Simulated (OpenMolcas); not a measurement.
**One shape, several levels: C2H3F3 (SMILES FCC(F)F)**

Wanted: a comparison of 6 runs (HF/STO-3G, B3LYP/6-31G*, BHLYP/def2-SVP, BLYP/def2-SVP, M06-L/def2-SVP, r2SCAN/def2-SVP) of C2H3F3. 

The results are computed with OpenMolcas 26.06.

## (1) Starting point

C2H3F3 has 8 atoms, charge 0, and is taken as a singlet. SMILES: `FCC(F)F`. Geometry: relaxed at PBE0-D4/def2-TZVP. This is one conformer, not always the lowest.

Bond lengths: F1–C2 1.372 Å, C2–C3 1.509 Å, C3–F4 1.352 Å, C3–F5 1.356 Å, C2–H6 1.093 Å, C2–H7 1.093 Å, C3–H8 1.095 Å. Some angles: F1–C2–C3 109.3°, C2–C3–F4 110.4°, C2–C3–F5 108.3°, F4–C3–F5 107.9°, F1–C2–H6 109.4°, F1–C2–H7 109.2°, C3–C2–H6 109.5°, C3–C2–H7 109.4°, C2–C3–H8 113.0°, F4–C3–H8 108.2°.

## (2) Energy and forces at HF/STO-3G (run 1)

mol.input

```
&GATEWAY
BasLib
$CurrDir
Coord
8
bohr
F     -2.15957902    -1.28690349     2.19794046
C     -0.35564646     0.36868557     1.34510706
C      0.32673365    -0.28799426    -1.34416219
F      1.55751227    -2.52429616    -1.42957781
F      1.91183592     1.51858391    -2.23403422
H      1.32602082     0.22468844     2.53695732
H     -1.11210382     2.28940320     1.41219233
H     -1.32054062    -0.41007057    -2.58986965
Basis
STO-3G
Group
NoSym
&SEWARD
&SCF
Thresholds
1e-10 1e-07 1e-07 1e-05
PrOrbitals
0
&ALASKA
```

The basis set STO-3G is read from a file made from the Basis Set Exchange's data (not shown).

Command:

```console
$ export MOLCAS_MEM=1860
$ pymolcas mol.input > mol.log
```

Output:

```text
--- Start Module: gateway ---
[...]
--- Stop Module: gateway /rc=_RC_ALL_IS_WELL_ ---
[...]
      Basis functions           28
[...]
--- Start Module: scf ---
[...]
       Convergence after  11 Iterations
[...]
::    Total SCF energy                               -370.6531184266
[...]
      Total spin, S                                     0.0000000000
[...]
      Total electronic charge=   42.000000
      Total            charge=   -0.000000
[...]
      Dipole Moment (debye):
      Origin of the operator (angstrom)=    0.1475   -0.2549   -0.1667
                   X= -4.3756E-01               Y=  9.1733E-01               Z=  1.6584E-01           Total=  1.0298E+00
      Quadrupole Moment (debye*angstrom):
[...]
 *              Molecular gradients               *
 **************************************************
  Irreducible representation: a
 ------------------------------------------------------------------------------------------
                              X                       Y                       Z
 ------------------------------------------------------------------------------------------
  F1                1.42689934403730E-02    1.21250684030514E-02   -9.70871511714932E-03
  C2                1.83825492173983E-02   -6.86612633407258E-03   -3.62547994360818E-02
  C3               -2.97650775736713E-03   -1.74975301841496E-03    2.87732874242246E-02
  F4               -1.71953943489420E-02    3.24942603775877E-02    7.31644268282761E-04
  F5               -2.06220098628460E-02   -2.32793078647777E-02    1.53540346744840E-02
  H6               -4.90480724303310E-03   -4.55144634455575E-03   -7.58297326706625E-04
  H7               -3.59849755939878E-03   -6.48059040568860E-03   -8.78850491376648E-04
  H8                1.66456741138390E-02   -1.69210481308549E-03    2.74169600433138E-03
[...]
```

Wall time 2.6 s (1 thread of Intel Xeon Platinum 8375C at 2.90GHz (Ice Lake), shared host); peak memory 0.37 GiB.

## (3) Energy and gradient at B3LYP/6-31G(d) (Cartesian functions) (run 2)

input.xyz

```xyz
8

F     -1.142800    -0.681000     1.163100
C     -0.188200     0.195100     0.711800
C      0.172900    -0.152400    -0.711300
F      0.824200    -1.335800    -0.756500
F      1.011700     0.803600    -1.182200
H      0.701700     0.118900     1.342500
H     -0.588500     1.211500     0.747300
H     -0.698800    -0.217000    -1.370500
```

job.input

```
&GATEWAY
BasLib = $CurrDir
Coord = input.xyz
Basis = 6-31Gs
Group = NoSym
&SEWARD
GridInput
Grid=UltraFine
End of Grid
&SCF
KSDFT = B3LYP
Thresholds = 1e-10 1e-07 1e-07 1e-05
PrOrbitals = 1 1
&ALASKA
```

The basis set 6-31G* is read from a file made from the Basis Set Exchange's data (not shown).

Command:

```console
$ export MOLCAS_MEM=1860
$ pymolcas job.input > job.log
```

Output:

```text
--- Start Module: gateway ---
[...]
--- Stop Module: gateway /rc=_RC_ALL_IS_WELL_ ---
[...]
      Basis functions           81
[...]
--- Start Module: scf ---
[...]
       Convergence after  14 Iterations
[...]
::    Total KS-DFT energy                            -377.5202259512
[...]
      Total spin, S                                     0.0000000000
[...]
      Total electronic charge=   42.000000
      Total            charge=   -0.000000
[...]
      Dipole Moment (debye):
      Origin of the operator (angstrom)=    0.1475   -0.2549   -0.1667
                   X= -4.8066E-01               Y=  1.2252E+00               Z=  1.6747E-01           Total=  1.3267E+00
      Quadrupole Moment (debye*angstrom):
[...]
 *              Molecular gradients               *
 **************************************************
  Irreducible representation: a
 ------------------------------------------------------------------------------------------
                              X                       Y                       Z
 ------------------------------------------------------------------------------------------
  F1                6.10519950703292E-03    6.21823031603785E-03   -2.60719872685300E-03
  C2               -1.46885260739738E-03   -3.76374108094613E-03   -1.18125557491489E-03
  C3                5.64053539371479E-03    2.99661452046074E-04    2.58091454751108E-03
  F4               -3.71101657339779E-03    9.36937604352650E-03   -9.65958806896428E-04
  F5               -5.70149972264389E-03   -8.35845552034087E-03    3.04104893773705E-03
  H6               -2.01851429566435E-03   -1.05065467030478E-03   -2.30186846034819E-04
  H7               -5.30320264438000E-04   -2.32031246686981E-03   -3.27228380725519E-04
  H8                1.68446856286275E-03   -3.94104073041246E-04   -3.10135149840018E-04
[...]
```

It took 32 s on 1 thread of Intel Xeon Platinum 8375C at 2.90GHz (Ice Lake), shared host; peak memory 0.45 GiB.

## (4) Energy and gradient at BHLYP/def2-SVP (run 3)

mol.inp

```
&GATEWAY
  BASLIB=$CurrDir
  COORD
  8
  angstrom
  F       -1.142800      -0.681000       1.163100
  C       -0.188200       0.195100       0.711800
  C        0.172900      -0.152400      -0.711300
  F        0.824200      -1.335800      -0.756500
  F        1.011700       0.803600      -1.182200
  H        0.701700       0.118900       1.342500
  H       -0.588500       1.211500       0.747300
  H       -0.698800      -0.217000      -1.370500
  BASIS=def2-SVP
  GROUP=NoSym

&SEWARD
  GRIDINPUT
  Grid=UltraFine
  End of Grid

&SCF
  KSDFT=HYB_GGA_XC_BHANDHLYP
  THRESHOLDS=1e-10 1e-07 1e-07 1e-05
  PRORBITALS=1 2

&ALASKA
```

The basis set def2-SVP is read from a file made from the Basis Set Exchange's data (not shown).

Command:

```console
$ export MOLCAS_MEM=1860
$ pymolcas mol.inp > mol.log
```

Output:

```text
--- Start Module: gateway ---
[...]
--- Stop Module: gateway /rc=_RC_ALL_IS_WELL_ ---
[...]
      Basis functions           85
[...]
--- Start Module: scf ---
[...]
       Convergence after  13 Iterations
[...]
::    Total KS-DFT energy                            -377.0837749724
[...]
      Total spin, S                                     0.0000000000
[...]
      Total electronic charge=   42.000000
      Total            charge=   -0.000000
[...]
      Dipole Moment (debye):
      Origin of the operator (angstrom)=    0.1475   -0.2549   -0.1667
                   X= -6.2643E-01               Y=  1.4530E+00               Z=  2.0758E-01           Total=  1.5958E+00
      Quadrupole Moment (debye*angstrom):
[...]
 *              Molecular gradients               *
 **************************************************
  Irreducible representation: a
 ------------------------------------------------------------------------------------------
                              X                       Y                       Z
 ------------------------------------------------------------------------------------------
  F1               -7.35289889962942E-03   -6.23524883598403E-03    4.32452025163066E-03
  C2                6.85895541355924E-03    7.47872961651730E-03   -3.83772317252173E-04
  C3               -1.06662675143525E-02    1.90428087151673E-03    2.08597993053417E-03
  F4                5.44395715561841E-03   -1.03608800517065E-02   -1.15099838036903E-03
  F5                7.16272856681144E-03    8.03279237543464E-03   -4.63288035747667E-03
  H6               -1.39020780211219E-04   -4.57988554512387E-04    8.48052730423099E-04
  H7               -8.04002514089186E-04    6.79377814112314E-05    1.88095857614590E-04
  H8               -5.03451427757540E-04   -4.29623202786389E-04   -1.27899771514262E-03
[...]
```

Wall time 34 s (1 thread of Intel Xeon Platinum 8375C at 2.90GHz (Ice Lake), shared host); peak memory 0.47 GiB.

Runs 4 to 5 aren't shown in full; the table further down has their settings and results.

## (5) Energy and gradient at r2SCAN/def2-SVP (run 6)

mol.xyz

```xyz
8

F     -1.142800    -0.681000     1.163100
C     -0.188200     0.195100     0.711800
C      0.172900    -0.152400    -0.711300
F      0.824200    -1.335800    -0.756500
F      1.011700     0.803600    -1.182200
H      0.701700     0.118900     1.342500
H     -0.588500     1.211500     0.747300
H     -0.698800    -0.217000    -1.370500
```

calc.input

```
* C2H3F3 Kohn-Sham DFT

&GATEWAY
 BASLIB=$CurrDir
 COORD=mol.xyz
 BASIS=def2-SVP
 GROUP=NoSym

&SEWARD
 GRIDINPUT
 Grid=UltraFine
 End of Grid

&SCF
 KSDFT=2
 1.0 MGGA_X_R2SCAN
 1.0 MGGA_C_R2SCAN
 THRESHOLDS=1e-10 1e-07 1e-07 1e-05
 PRORBITALS=0

&ALASKA
```

The basis set def2-SVP is read from a file made from the Basis Set Exchange's data (not shown).

Command:

```console
$ export MOLCAS_MEM=1860
$ pymolcas calc.input > calc.log
```

Output:

```text
--- Start Module: gateway ---
[...]
--- Stop Module: gateway /rc=_RC_ALL_IS_WELL_ ---
[...]
      Basis functions           85
[...]
--- Start Module: scf ---
[...]
       Convergence after  14 Iterations
[...]
::    Total KS-DFT energy                            -377.0677723512
[...]
      Total spin, S                                     0.0000000000
[...]
      Total electronic charge=   42.000000
      Total            charge=   -0.000000
[...]
      Dipole Moment (debye):
      Origin of the operator (angstrom)=    0.1475   -0.2549   -0.1667
                   X= -5.4093E-01               Y=  1.3126E+00               Z=  1.8905E-01           Total=  1.4322E+00
      Quadrupole Moment (debye*angstrom):
[...]
 *              Molecular gradients               *
 **************************************************
  Irreducible representation: a
 ------------------------------------------------------------------------------------------
                              X                       Y                       Z
 ------------------------------------------------------------------------------------------
  F1                1.41444840070015E-03    2.34249483812476E-03    5.13222413491832E-05
  C2                4.54766078046509E-03    5.05638859059587E-03    1.93064739800253E-03
  C3               -4.19181080033848E-03   -2.91451127013342E-04   -2.21879067852182E-03
  F4               -9.39291951173260E-04    3.58058113778270E-03   -1.31490549527102E-03
  F5               -2.16215385788132E-03   -3.53856774299999E-03    5.85822330574359E-04
  H6               -6.40077151980023E-03   -4.66981797613515E-04   -2.62519844238307E-03
  H7                1.14810529683895E-03   -6.82633261417820E-03    1.85195974757968E-04
  H8                6.58381365119087E-03    1.43868715141271E-04    3.40590667147067E-03
[...]
```

Wall time 50 s (1 thread of Intel Xeon Platinum 8375C at 2.90GHz (Ice Lake), shared host); peak memory 0.47 GiB.

## (6) The series

```csv
run,level,Cartesian functions,integration grid,energy (Eh),dipole moment (D),HOMO energy (eV),LUMO energy (eV),wall time
1,HF/STO-3G,no,–,-370.653118,1.03,-10.49,13.77,2.6 s
2,B3LYP/6-31G* (Cartesian functions),yes,UltraFine,-377.520226,1.33,-8.99,2.17,32 s
3,BHLYP/def2-SVP,no,UltraFine,-377.083775,1.60,-11.38,2.89,34 s
4,BLYP/def2-SVP,no,UltraFine,-377.174313,1.29,-7.52,1.05,34 s
5,M06-L/def2-SVP,no,UltraFine,-377.192045,1.44,-8.18,1.34,44 s
6,r2SCAN/def2-SVP,no,UltraFine,-377.067772,1.43,-8.13,1.28,50 s
```

## (7) Outcome

| quantity | value |
| --- | --- |
| run 6: total energy | -377.06777 Eh |
| run 6: dipole moment | 1.43 D |
| run 6: HOMO energy | -8.13 eV |
| run 6: LUMO energy | 1.28 eV |
| run 6: HOMO–LUMO gap | 9.41 eV |
| run 6: largest force on an atom | 0.381 eV/Å |

**Reading.** The dipole moment (its size) runs from 1.03 D (HF/STO-3G) to 1.60 D (BHLYP/def2-SVP). The two ends differ in method and basis. The HOMO–LUMO gap runs from 8.57 eV (BLYP/def2-SVP) to 24.26 eV (HF/STO-3G). Totals of different functionals can't be ranked against each other. In run 1 the basis is minimal, so the values are rough. All runs together took 3.3 min, the longest 50 s.
